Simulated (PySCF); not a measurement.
# QCISD(T)/STO-6G run of SiO2 (silicon dioxide molecule)

What is the energy change on altering one bond length of SiO2 (silicon dioxide molecule) at QCISD(T)/STO-6G? Input form: a Python script.

The results are computed with PySCF 2.14.0.

8 further runs of the same task are left out: 1 that didn't finish, 7 set aside as unsound or not needed.

## 1. The structure to begin with

SiO2 has 3 atoms, charge 0, and is taken as a singlet. SMILES: `O=[Si]=O`. Geometry: relaxed at GFN2-xTB.

Bond lengths: O1–Si2 1.491 Å, Si2–O3 1.491 Å. Angles: O1–Si2–O3 179.9°.

## 2. The energy at QCISD(T)/STO-6G

calc.py reads:

```python
from pyscf import gto, scf, cc

molecule = gto.M(
    atom=[
    ('O', (0.691230, 1.217290, 0.513740)),
    ('Si', (-0.000730, 0.000440, -0.000160)),
    ('O', (-0.690510, -1.217740, -0.513580)),
],
    basis='sto-6g',
    max_memory=1860,
    verbose=4,
    spin=0,
)

mf = scf.RHF(molecule)
mf.conv_tol = 1e-10
mf.kernel()
if not mf.converged:
    mf = mf.newton().run(mf.mo_coeff, mf.mo_occ)

mycc = cc.QCISD(mf, frozen=7)
mycc.kernel()
e_t = mycc.qcisd_t()
e_tot = mycc.e_tot + e_t
print(f'total energy: {e_tot:.8f} hartree')
```

Run with:

```bash
$ OMP_NUM_THREADS=1 python calc.py
```

Standard output:

```text
PySCF version 2.14.0

[INPUT] num. atoms = 3
[INPUT] num. electrons = 30
[INPUT] charge = 0
[INPUT] spin (= nelec alpha-beta = 2S) = 0
[INPUT] symmetry False subgroup None
[INPUT] Mole.unit = angstrom
[INPUT] Symbol           X                Y                Z      unit          X                Y                Z       unit  Magmom
[INPUT]  1 O      0.691230000000   1.217290000000   0.513740000000 AA    1.306235389083   2.300344714172   0.970827899234 Bohr   0.0
[INPUT]  2 Si    -0.000730000000   0.000440000000  -0.000160000000 AA   -0.001379500071   0.000831479495  -0.000302356180 Bohr   0.0
[INPUT]  3 O     -0.690510000000  -1.217740000000  -0.513580000000 AA   -1.304874786273  -2.301195090928  -0.970525543054 Bohr   0.0

nuclear repulsion = 90.84965725506
number of shells = 11
number of NR pGTOs = 114
number of NR cGTOs = 19
basis = sto-6g
ecp = {}

******** <class 'pyscf.scf.hf.RHF'> ********
method = RHF
initial guess = minao
damping factor = 0
level_shift factor = 0
DIIS = <class 'pyscf.scf.diis.CDIIS'>
diis_start_cycle = 1
diis_space = 8
diis_damp = 0
SCF conv_tol = 1e-10
SCF conv_tol_grad = None
SCF max_cycles = 50
direct_scf = True
direct_scf_tol = 1e-13
Set gradient conv threshold to 1e-05
Initial guess from minao.
init E= -436.992563332368
  HOMO = -0.452270187059644  LUMO = -0.0114319009426644  gap/eV = 11.99582
cycle= 1 E= -436.591512598316  delta_E= 0.401  |g|= 0.773  |ddm|= 2.77
  HOMO = -0.150170325065941  LUMO = 0.277660441846047  gap/eV = 11.64187
cycle= 2 E= -436.748418666497  delta_E= -0.157  |g|= 0.515  |ddm|= 1.91
  HOMO = -0.28735573598772  LUMO = 0.283643346837183  gap/eV = 15.53768
cycle= 3 E= -436.840588073373  delta_E= -0.0922  |g|= 0.0182  |ddm|= 0.692
  HOMO = -0.293107363488193  LUMO = 0.293549287529305  gap/eV = 15.96374
cycle= 4 E= -436.840802874808  delta_E= -0.000215  |g|= 0.00502  |ddm|= 0.0532
  HOMO = -0.292015986183115  LUMO = 0.29339808571835  gap/eV = 15.92993
cycle= 5 E= -436.840823864015  delta_E= -2.1e-05  |g|= 0.00202  |ddm|= 0.0143
  HOMO = -0.292138399591618  LUMO = 0.293540939061174  gap/eV = 15.93715
cycle= 6 E= -436.840828486819  delta_E= -4.62e-06  |g|= 0.000327  |ddm|= 0.0101
  HOMO = -0.292166051004894  LUMO = 0.293533665576257  gap/eV = 15.93770
cycle= 7 E= -436.840828519394  delta_E= -3.26e-08  |g|= 0.000176  |ddm|= 0.000691
  HOMO = -0.292182616040231  LUMO = 0.293528131710531  gap/eV = 15.93800
cycle= 8 E= -436.840828530495  delta_E= -1.11e-08  |g|= 1.11e-05  |ddm|= 0.000263
  HOMO = -0.292184218690905  LUMO = 0.293529634844425  gap/eV = 15.93809
cycle= 9 E= -436.840828530535  delta_E= -4e-11  |g|= 1e-06  |ddm|= 1.71e-05
  HOMO = -0.292184278452048  LUMO = 0.293529669976207  gap/eV = 15.93809
Extra cycle  E= -436.840828530536  delta_E= -1.36e-12  |g|= 6.7e-07  |ddm|= 2.89e-06
converged SCF energy = -436.840828530536

******** <class 'pyscf.cc.qcisd.QCISD'> ********
QCISD nocc = 8, nmo = 12
frozen orbitals 7
max_cycle = 50
direct = 0
conv_tol = 1e-07
conv_tol_normt = 1e-05
diis_space = 6
diis_start_cycle = 0
diis_start_energy_diff = 1e+09
Init t2, MP2 energy = -437.043922527629  E_corr(MP2) -0.203093997092703
Init E_corr(QCISD) = -0.203093997093039
cycle = 1  E_corr(QCISD) = -0.15846739521981  dE = 0.0446266019  norm(t1,t2) = 0.179359
cycle = 2  E_corr(QCISD) = -0.216426490709789  dE = -0.0579590955  norm(t1,t2) = 0.102539
cycle = 3  E_corr(QCISD) = -0.199287724955122  dE = 0.0171387658  norm(t1,t2) = 0.0747429
cycle = 4  E_corr(QCISD) = -0.204107857401393  dE = -0.00482013245  norm(t1,t2) = 0.0106716
cycle = 5  E_corr(QCISD) = -0.204183446212112  dE = -7.55888107e-05  norm(t1,t2) = 0.00132812
cycle = 6  E_corr(QCISD) = -0.204178329324906  dE = 5.11688721e-06  norm(t1,t2) = 0.000576522
cycle = 7  E_corr(QCISD) = -0.20418851024567  dE = -1.01809208e-05  norm(t1,t2) = 0.000183234
cycle = 8  E_corr(QCISD) = -0.204182092371332  dE = 6.41787434e-06  norm(t1,t2) = 6.31026e-05
cycle = 9  E_corr(QCISD) = -0.204182775031639  dE = -6.82660307e-07  norm(t1,t2) = 2.00731e-05
cycle = 10  E_corr(QCISD) = -0.204182096509849  dE = 6.7852179e-07  norm(t1,t2) = 6.67884e-06
cycle = 11  E_corr(QCISD) = -0.204182611878709  dE = -5.1536886e-07  norm(t1,t2) = 3.69475e-06
cycle = 12  E_corr(QCISD) = -0.204182663503333  dE = -5.16246238e-08  norm(t1,t2) = 1.13375e-06
QCISD converged
E(QCISD) = -437.0450111940394  E_corr = -0.2041826635033332
QCISD(T) correction = -0.0288105335199827
total energy: -437.07382173 hartree
```

Wall time 0.99 s (1 thread of Arm Neoverse V1, shared host); peak memory 0.099 GiB.

## 3. The distorted shape at the same level

job.py reads:

```python
from pyscf import gto, cc

molecule = gto.Mole()
molecule.atom = '''
O      1.521581     2.677508     1.130419
Si    -0.000730     0.000440    -0.000160
O     -0.690510    -1.217740    -0.513580
'''
molecule.verbose = 4
molecule.max_memory = 1860
molecule.spin = 0
molecule.basis = 'sto-6g'
molecule.build()

mf = molecule.RHF()
mf.conv_tol = 1e-10
mf.kernel()
if not mf.converged:
    mf = mf.newton().run(mf.mo_coeff, mf.mo_occ)

mycc = cc.QCISD(mf, frozen=7)
mycc.kernel()
e_t = mycc.qcisd_t()
energy = mycc.e_tot + e_t
print('E(%s) = %.9f' % ('QCISD(T)', energy))
```

Run with:

```bash
$ OMP_NUM_THREADS=1 python job.py
```

Standard output:

```text
PySCF version 2.14.0

[INPUT] num. atoms = 3
[INPUT] num. electrons = 30
[INPUT] charge = 0
[INPUT] spin (= nelec alpha-beta = 2S) = 0
[INPUT] symmetry False subgroup None
[INPUT] Mole.unit = angstrom
[INPUT] Symbol           X                Y                Z      unit          X                Y                Z       unit  Magmom
[INPUT]  1 O      1.521581000000   2.677508000000   1.130419000000 AA    2.875371366342   5.059756816332   2.136182316005 Bohr   0.0
[INPUT]  2 Si    -0.000730000000   0.000440000000  -0.000160000000 AA   -0.001379500071   0.000831479495  -0.000302356180 Bohr   0.0
[INPUT]  3 O     -0.690510000000  -1.217740000000  -0.513580000000 AA   -1.304874786273  -2.301195090928  -0.970525543054 Bohr   0.0

nuclear repulsion = 64.9116343698412
number of shells = 11
number of NR pGTOs = 114
number of NR cGTOs = 19
basis = sto-6g
ecp = {}

******** <class 'pyscf.scf.hf.RHF'> ********
method = RHF
initial guess = minao
damping factor = 0
level_shift factor = 0
DIIS = <class 'pyscf.scf.diis.CDIIS'>
diis_start_cycle = 1
diis_space = 8
diis_damp = 0
SCF conv_tol = 1e-10
SCF conv_tol_grad = None
SCF max_cycles = 50
direct_scf = True
direct_scf_tol = 1e-13
Set gradient conv threshold to 1e-05
[... 1 set-up line as earlier in the session ...]
init E= -436.06019459391
  HOMO = -0.337145639073469  LUMO = -0.297211835499941  gap/eV = 1.08665
cycle= 1 E= -435.643597310783  delta_E= 0.417  |g|=  1.1  |ddm|= 2.68
  HOMO = -0.0385031097145533  LUMO = 0.406054771104312  gap/eV = 12.09704
cycle= 2 E= -429.077446326063  delta_E= 6.57  |g|= 0.715  |ddm|= 5.31
  HOMO = 0.22866965559289  LUMO = 0.320844944408421  gap/eV = 2.50822
cycle= 3 E= -434.117106987871  delta_E= -5.04  |g|= 1.79  |ddm|= 5.54
  HOMO = 0.0344787754517579  LUMO = 0.179170854737551  gap/eV = 3.93727
cycle= 4 E= -434.80347405239  delta_E= -0.686  |g|= 0.987  |ddm|= 0.83
  HOMO = -0.0866127712600853  LUMO = 0.111086762360859  gap/eV = 5.37968
cycle= 5 E= -434.926402323374  delta_E= -0.123  |g|= 0.786  |ddm|= 0.24
  HOMO = -0.229032254896751  LUMO = 0.0309013832861289  gap/eV = 7.07315
cycle= 6 E= -435.06184961713  delta_E= -0.135  |g|= 0.556  |ddm|= 0.359
  HOMO = -0.189950507921324  LUMO = -0.0474642897198522  gap/eV = 3.87725
cycle= 7 E= -435.260607976102  delta_E= -0.199  |g|= 0.726  |ddm|= 0.518
  HOMO = 0.0477071172136799  LUMO = 0.0579479567247718  gap/eV = 0.27867
cycle= 8 E= -436.700411524607  delta_E= -1.44  |g|= 0.307  |ddm|= 2.73
  HOMO = 0.0733003738390995  LUMO = 0.086616288813853  gap/eV = 0.36234
cycle= 9 E= -434.84787022043  delta_E= 1.85  |g|=  2.4  |ddm|= 2.64
  HOMO = 0.0274852915778413  LUMO = 0.107100291640068  gap/eV = 2.16643
cycle= 10 E= -436.712073367805  delta_E= -1.86  |g|= 0.292  |ddm|= 2.57
  HOMO = -0.00768823961514412  LUMO = 0.128762107108349  gap/eV = 3.71300
cycle= 11 E= -436.730077790173  delta_E= -0.018  |g|= 0.251  |ddm|= 0.244
  HOMO = -0.0971530217469732  LUMO = 0.164265820323835  gap/eV = 7.11357
cycle= 12 E= -436.75592098926  delta_E= -0.0258  |g|= 0.158  |ddm|= 0.279
  HOMO = -0.283889781990195  LUMO = 0.218114072579418  gap/eV = 13.66022
cycle= 13 E= -436.769311130137  delta_E= -0.0134  |g|= 0.0407  |ddm|= 0.378
  HOMO = -0.288311196036979  LUMO = 0.207161619413527  gap/eV = 13.48250
cycle= 14 E= -436.770233597284  delta_E= -0.000922  |g|= 0.00692  |ddm|= 0.0886
  HOMO = -0.294352859760437  LUMO = 0.225504837158146  gap/eV = 14.14605
cycle= 15 E= -436.770260542249  delta_E= -2.69e-05  |g|= 0.000833  |ddm|= 0.0172
  HOMO = -0.293953338341267  LUMO = 0.224140907816309  gap/eV = 14.09806
cycle= 16 E= -436.770260915741  delta_E= -3.73e-07  |g|= 3.37e-05  |ddm|= 0.00195
  HOMO = -0.293950621709944  LUMO = 0.224149400259321  gap/eV = 14.09822
cycle= 17 E= -436.770260916648  delta_E= -9.07e-10  |g|= 1.35e-05  |ddm|= 9.59e-05
  HOMO = -0.293946679669669  LUMO = 0.224133962188059  gap/eV = 14.09769
cycle= 18 E= -436.770260916881  delta_E= -2.33e-10  |g|= 5.79e-06  |ddm|= 5.29e-05
  HOMO = -0.293952253721093  LUMO = 0.224150741552927  gap/eV = 14.09830
cycle= 19 E= -436.770260916927  delta_E= -4.64e-11  |g|= 1.61e-06  |ddm|= 2.63e-05
  HOMO = -0.293951621402514  LUMO = 0.224149284001437  gap/eV = 14.09824
Extra cycle  E= -436.770260916929  delta_E= -2.05e-12  |g|= 1.07e-06  |ddm|= 3.87e-06
converged SCF energy = -436.770260916929

******** <class 'pyscf.cc.qcisd.QCISD'> ********
QCISD nocc = 8, nmo = 12
frozen orbitals 7
max_cycle = 50
direct = 0
conv_tol = 1e-07
conv_tol_normt = 1e-05
diis_space = 6
diis_start_cycle = 0
diis_start_energy_diff = 1e+09
Init t2, MP2 energy = -436.923242473307  E_corr(MP2) -0.152981556377433
Init E_corr(QCISD) = -0.1529815563783
cycle = 1  E_corr(QCISD) = -0.135413681856544  dE = 0.0175678745  norm(t1,t2) = 0.145983
cycle = 2  E_corr(QCISD) = -0.168379610096167  dE = -0.0329659282  norm(t1,t2) = 0.0812894
cycle = 3  E_corr(QCISD) = -0.161200270721447  dE = 0.00717933937  norm(t1,t2) = 0.0564321
cycle = 4  E_corr(QCISD) = -0.168220656961978  dE = -0.00702038624  norm(t1,t2) = 0.0281396
cycle = 5  E_corr(QCISD) = -0.170337270355968  dE = -0.00211661339  norm(t1,t2) = 0.0236383
cycle = 6  E_corr(QCISD) = -0.176031094640084  dE = -0.00569382428  norm(t1,t2) = 0.0220988
cycle = 7  E_corr(QCISD) = -0.185055307860208  dE = -0.00902421322  norm(t1,t2) = 0.0154207
cycle = 8  E_corr(QCISD) = -0.18492176052544  dE = 0.000133547335  norm(t1,t2) = 0.00688304
cycle = 9  E_corr(QCISD) = -0.18498398583288  dE = -6.22253074e-05  norm(t1,t2) = 0.00349342
cycle = 10  E_corr(QCISD) = -0.185202502063543  dE = -0.000218516231  norm(t1,t2) = 0.00123963
cycle = 11  E_corr(QCISD) = -0.185289250844898  dE = -8.67487814e-05  norm(t1,t2) = 0.000485015
cycle = 12  E_corr(QCISD) = -0.185298114637637  dE = -8.86379274e-06  norm(t1,t2) = 0.000209629
cycle = 13  E_corr(QCISD) = -0.185327777476002  dE = -2.96628384e-05  norm(t1,t2) = 0.000121744
cycle = 14  E_corr(QCISD) = -0.185326742886643  dE = 1.03458936e-06  norm(t1,t2) = 6.09229e-05
cycle = 15  E_corr(QCISD) = -0.185320905149405  dE = 5.83773724e-06  norm(t1,t2) = 4.9175e-05
cycle = 16  E_corr(QCISD) = -0.185320195292519  dE = 7.09856886e-07  norm(t1,t2) = 3.47106e-05
cycle = 17  E_corr(QCISD) = -0.185319672446145  dE = 5.22846373e-07  norm(t1,t2) = 2.34733e-05
cycle = 18  E_corr(QCISD) = -0.185319932261846  dE = -2.59815701e-07  norm(t1,t2) = 1.56016e-05
cycle = 19  E_corr(QCISD) = -0.185321073505807  dE = -1.14124396e-06  norm(t1,t2) = 1.12508e-05
cycle = 20  E_corr(QCISD) = -0.18532191018867  dE = -8.36682863e-07  norm(t1,t2) = 5.83333e-06
cycle = 21  E_corr(QCISD) = -0.185322390036193  dE = -4.79847523e-07  norm(t1,t2) = 3.47983e-06
cycle = 22  E_corr(QCISD) = -0.185322439038744  dE = -4.90025511e-08  norm(t1,t2) = 1.76474e-06
QCISD converged
E(QCISD) = -436.9555833559683  E_corr = -0.1853224390387438
QCISD(T) correction = -0.00782547759806262
E(QCISD(T)) = -436.963408834
```

It took 1.2 s on 1 thread of Arm Neoverse V1, shared host; peak memory 0.11 GiB.

## 4. Results

At QCISD(T)/STO-6G, 7 core orbitals frozen:

| quantity | value |
| --- | --- |
| first shape: total energy | -437.07382 Eh |
| first shape: dipole moment (Hartree–Fock density) | 0.01 D |
| first shape: HOMO energy (Hartree–Fock orbitals) | -7.95 eV |
| first shape: LUMO energy (Hartree–Fock orbitals) | 7.99 eV |
| first shape: HOMO–LUMO gap (Hartree–Fock orbitals) | 15.94 eV |
| first shape: correlation energy (7 core orbitals frozen) | -233.0 mEh |
| first shape: (T) correction | -28.81 mEh |
| first shape: T1 diagnostic | 0.042 |
| distorted shape: total energy | -436.96341 Eh |
| distorted shape: dipole moment (Hartree–Fock density) | 1.85 D |
| distorted shape: HOMO energy (Hartree–Fock orbitals) | -8.00 eV |
| distorted shape: LUMO energy (Hartree–Fock orbitals) | 6.10 eV |
| distorted shape: HOMO–LUMO gap (Hartree–Fock orbitals) | 14.10 eV |
| distorted shape: correlation energy (7 core orbitals frozen) | -193.1 mEh |
| distorted shape: (T) correction | -7.83 mEh |
| distorted shape: T1 diagnostic | 0.033 |
| energy change with the O1–Si2 bond stretched from 1.491 to 3.281 Å | 3.004 eV |

What this shows: With the O1–Si2 bond stretched from 1.491 to 3.281 Å the energy rises by 3.00 eV (69 kcal/mol). The first shape isn't relaxed at this level, so the change isn't measured from a minimum. A restricted reference can't describe the breaking bond well at this length. The minimal basis adds a large error of its own. The T1 diagnostic (first shape) of 0.042 is above the customary mark for such species, so a single reference may not serve. Mulliken charges (first shape) of the mean-field density run from -0.50 on O1 to +1.01 on Si2; they depend strongly on the basis. The triples (first shape) make up 12.4 % of the correlation energy. The T1 diagnostic (distorted shape) of 0.033 is above the customary mark for such species, so a single reference may not serve. Mulliken charges (distorted shape) of the mean-field density run from -0.52 on O3 to +0.52 on Si2.
